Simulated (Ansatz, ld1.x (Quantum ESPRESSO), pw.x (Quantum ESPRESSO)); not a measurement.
## rhodium: does the RRKJ potential hold in the solid?

- Element: Rh (Z = 45)
- Generator: ld1.x (Quantum ESPRESSO) 7.5
- Type: norm-conserving RRKJ (Kleinman–Bylander form)
- Functional: PBEsol
- Relativity: scalar-relativistic
- Frozen core: [Kr]
- Valence charge: 9
- Reference configuration: 4d8 5s1 5p0
- Partial waves: 5s (bound): rc 2.40 bohr; 4d (bound): rc 1.30 bohr; 5p (bound, empty): rc 2.60 bohr
- Local potential: the p channel
- Core correction: a·sin(br)/r model core inside 0.85 bohr
- rho0: 0.001

Crystal test: bcc Rh in pw.x 7.5, no spin, 15³ k-points, Fermi–Dirac smearing 0.01 Ry, cutoffs 135/540 Ry. The reference is all-electron LAPW (Ansatz 0.2.0) with the same functional, mesh and smearing; V0 and B0 come from Birch–Murnaghan fits to the pressures at five volumes. Errors are pseudo minus all-electron; Δ is the rms difference of the E(V) curves that follow from these fits, minima aligned, over ±6 % about the mean V0. Mesh and smearing are coarse, so the numbers serve the comparison and aren't converged zero-temperature values; the lattice is a test structure that the element need not adopt.

| V (Å³/atom) | P all-electron (GPa) | P pseudo (GPa) |
| --- | --- | --- |
| 13.245 | 15.36 | 58.20 |
| 13.593 | 7.06 | 45.25 |
| 13.942 | -0.07 | 34.06 |
| 14.291 | -6.19 | 24.40 |
| 14.639 | -11.44 | 16.04 |

All-electron: a0 = 3.032 Å (V0 = 13.94 Å³/atom), B0 = 264.3 GPa.

Pseudopotential: mean pressure error (GPa): +34.65. The pressure does not cross zero within the volumes sampled, so no fit is given. The largest radius (2.60 bohr) exceeds half the bond length (2.48 bohr), so the spheres overlap, which is one possible source of error among others. This is a poor potential for the solid. Atomic configuration tests: 1 of 7 tests not solved or not reliable.

Problem. At the middle volume, how do free energy and pressure move when the wave cutoff is lowered (ecutrho kept at four times it)?

Solution.

| cutoff (Ry) | shift of F (meV/atom) | shift of P (GPa) |
| --- | --- | --- |
| 61 | +127.4 | -0.14 |
| 81 | +78.0 | -2.84 |
| 108 | +3.2 | -0.34 |

The run at the middle volume (120 k-points, 7 iterations) took about 40 s on one core of a shared host (Neoverse-V1, 32 threads, 247 GiB, load 19).
